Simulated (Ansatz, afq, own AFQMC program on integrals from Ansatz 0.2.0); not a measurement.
YClO⁺, doublet: AFQMC among the cluster methods

```csv
atom,x (Å),y (Å),z (Å)
Y,0.0000,-0.3408,-0.4244
O,0.0000,1.1295,-1.8562
Cl,0.0000,0.3450,1.9018
```

Connectivity, by distances: O–Y–Cl.

Basis def2-SVP with its core potentials. Only valence electrons are correlated. Ansatz 0.2.0 and our own AFQMC program on the same integrals; the CISD trial comes from CCSD amplitudes, and released means the phaseless constraint is let go. Error bars are statistical, one sigma. No spin–orbit coupling. The metal's outer-core s and p shells are frozen, which shifts wave-function levels against functionals.

Determinant: UHF, the one that the program's search chose, which needn't be the lowest solution. The geometry is a PBE0/def2-TZVP stationary point of this or a neighbouring charge and spin state.

No full CI on the walks' own integrals is used here; CCSDT(Q) serves as the reference and is uncertain by about the last step of the cluster series.

Cautions: no spin-orbit coupling; outer-core shells of the metal frozen.

```
T1 diagnostic                               : 0.0254
weight of the determinant in the CISD state : 0.872
⟨S²⟩ of the determinant                     : 0.760
size of the correlated space                : 15 electrons in 53 orbitals
```

| level | correlation energy (eV) |
| --- | --- |
| MP2 | -8.5968 |
| CCSD | -9.1604 |
| CCSD(T) | -9.4187 |

Problem. Estimate where phaseless AFQMC with the Hartree–Fock trial lies against CCSD(T) on the same integrals.

Solution. 9.1 ± 3.3 kJ/mol below CCSD(T).

Reference: CCSDT(Q), correlation energy -9.469 eV. The released energy is read at 1.80 1/Eh, later times being too noisy (meV from the phaseless value at times in 1/Eh: -17 ± 9 at 0.24, -17 ± 5 at 0.60, -7 ± 7 at 1.20, -2 ± 9 at 1.80, -7 ± 13 at 2.60).

```tsv
level	E − E(reference) (kJ/mol)	share of correlation (%)
CCSD(T)	4.9	99.47
CCSDT	2.6	99.71
ph-AFQMC/HF	-4.2 ± 3.3	100.46
ph-AFQMC/CISD	1.2 ± 0.5	99.87
released AFQMC	0.9 ± 0.9	99.90
```

A walk keeps the symmetry of its determinant, which the program's search chose and which needn't be the lowest solution, so a lower state of the same spin and another symmetry isn't excluded. Released energies are given only where the last usable release times agree within the noise; a slower fall can still hide under it.
